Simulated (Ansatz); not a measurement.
One change: `[AlH2][Cl]` becomes `[SiH3][AlH][Cl]`.

Ansatz, PBE0-D4/def2-TZVP geometries, multiplicity 1. 

```
                                                                                  property  `[AlH2][Cl]`
                                            size of the dipole moment (PBE/def2-TZVPP) / D          1.12
                                          size of the dipole moment (B3LYP/def2-TZVPP) / D          1.21
                                                        LUMO energy (PBE0/def2-TZVPP) / eV         -1.64
                                                      HOMO–LUMO gap (PBE0/def2-TZVPP) / eV          6.94
                                                         HOMO energy (PBE/def2-TZVPP) / eV         -7.27
ideal-gas entropy at 298 K and 1 bar (rigid rotor, harmonic PBE0-D4/def2-TZVP) / J/(mol·K)           253
```

(1) What does the change do to each property? (An estimate is asked.)

Answers

(1) Computed: 
```tsv
property	`[SiH3][AlH][Cl]`	shift
size of the dipole moment (PBE/def2-TZVPP) / D	1.17	0.05
size of the dipole moment (B3LYP/def2-TZVPP) / D	1.26	0.05
LUMO energy (PBE0/def2-TZVPP) / eV	-2.02	-0.38
HOMO–LUMO gap (PBE0/def2-TZVPP) / eV	5.78	-1.16
HOMO energy (PBE/def2-TZVPP) / eV	-6.69	0.58
ideal-gas entropy at 298 K and 1 bar (rigid rotor, harmonic PBE0-D4/def2-TZVP) / J/(mol·K)	338	85
```

With PBE0 the HOMO rises by 0.78 eV and the LUMO falls by 0.38 eV, so the gap narrows by about 1.16 eV. PBE moves the HOMO by 0.58 eV and ωB97M-V by 0.97 eV. The zero-point energy changes by 47.3 kJ/mol with +9 modes. Dipoles are sizes alone; their direction can turn. Modes under 60 cm⁻¹, often nearly free rotors, make the harmonic entropy too high.

B3LYP here is the variant with VWN-RPA as its local correlation; programs differ in this.
